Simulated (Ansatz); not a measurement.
**Structure relaxation of Ge3W**

Method: Ansatz 0.2.0, DFT PBE, scalar-relativistic, plane waves, PAW. Cutoff 420 eV, Γ-centred k mesh, Gaussian smearing, no spin polarisation in the final step.

The start puts Ge3W on the sites of a reported Cu3Pd cell (P4/mmm, No. 123), with W in place of Pd, Ge in place of Cu, at a guessed volume.

```xyz
4
Lattice="4.0591 0.0000 0.0000 0.0000 4.0591 0.0000 0.0000 0.0000 4.0174" Properties=species:S:1:pos:R:3 pbc="T T T"
Ge    0.0000    2.0296    2.0087
Ge    2.0296    0.0000    2.0087
Ge    2.0296    2.0296    0.0000
W     0.0000    0.0000    0.0000
```

Cell and atoms relax at zero pressure; the relaxation can't lower the symmetry of the start.

Energies over the elements count from the elements' standard structures at the same level, with no empirical corrections.

Question: What does it relax into?

Answer: It keeps P4/mmm (No. 123), but not the shape of the type it started on. Conventional cell: a = 4.514 Å, c = 3.270 Å. Ge on Wyckoff site e (2 atoms of the primitive cell) is coordinated by 4 Ge at 2.79 Å, 4 W at 2.79 Å and 6 Ge at 3.19–3.27 Å; Ge on Wyckoff site c (1 atom of the primitive cell) has 8 Ge at 2.79 Å, 4 W at 3.19 Å and 2 Ge at 3.27 Å; W has 8 Ge at 2.79 Å, 4 Ge at 3.19 Å and 2 W at 3.27 Å.

```cif
data_structure
_symmetry_space_group_name_H-M 'P4/mmm'
_symmetry_Int_Tables_number 123
_cell_length_a 4.5145
_cell_length_b 4.5145
_cell_length_c 3.2698
_cell_angle_alpha 90.000
_cell_angle_beta 90.000
_cell_angle_gamma 90.000
_cell_volume 66.64
loop_
_atom_site_label
_atom_site_type_symbol
_atom_site_symmetry_multiplicity
_atom_site_Wyckoff_symbol
_atom_site_fract_x
_atom_site_fract_y
_atom_site_fract_z
_atom_site_occupancy
Ge1 Ge 2 e 0.00000 0.50000 0.50000 1
Ge2 Ge 1 c 0.50000 0.50000 0.00000 1
W1 W 1 a 0.00000 0.00000 0.00000 1
```

Question: What are its volume, energy, density and gap?

Answer: The volume per atom is 16.66 Å³, the density is 10.01 g/cm³ and the energy over the elements is 0.58 eV/atom. The gap on the 12×12×12 mesh is 0 eV (a metal).

The final run used a 12×12×12 mesh on its 4-atom cell and 0.10 eV smearing. For metals, differences of a few meV/atom aren't resolved. Spin–orbit coupling is left out. Symmetry constrained the relaxation, so the result can be a saddle point.

Cost: 2 runs of about 2.5 core-minutes in all, on Intel Xeon 6975P-C (Granite Rapids) (shared hosts).